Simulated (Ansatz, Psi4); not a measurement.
# Exact exchange and the HOMO–LUMO gap of C3H5Cl (allyl chloride)

C3H5Cl: 9 atoms, total charge 0, spin state singlet. SMILES: `C=CCCl`. The coordinates come from a PBE0-D4/def2-TZVP relaxation. This is one conformer, not always the lowest.

The HOMO–LUMO gap y, in eV, basis def2-SVP; a is the functional's share of exact exchange. Programs: Ansatz 0.2.0, Psi4 1.11.

| functional | program | a | y (eV) |
| --- | --- | --- | --- |
| TPSS | Psi4 | 0 | 5.61 |
| revPBE | Psi4 | 0 | 5.38 |
| B3LYP | Ansatz | 0.2 | 7.18 |
| r2SCAN0 | Ansatz | 0.25 | ? |
| PBE0 | Ansatz | 0.25 | 7.65 |
| BHLYP | Ansatz | 0.5 | 9.89 |

Problem. Fit y = c + s·a to the known rows and predict r2SCAN0.

Solution. 
1. Means of the 5 rows: a = 0.1900, y = 7.142.
2. Σ(Δa)² = 0.172, Σ(Δa·Δy) = 1.5086, so the slope is 1.5086/0.172 = 8.7709.
3. Intercept: 7.142 − (8.7709) × 0.1900 = 5.476. The largest residual of the fit is 0.13.
4. r2SCAN0: 5.476 + (8.7709) × 0.25 = 7.67 eV.

The run gave 7.92 eV, so the prediction is off by -0.25 eV, more than the largest residual. Exact exchange lowers occupied levels and raises empty ones. The rows mix families of semi-local functionals, which the line can't see.
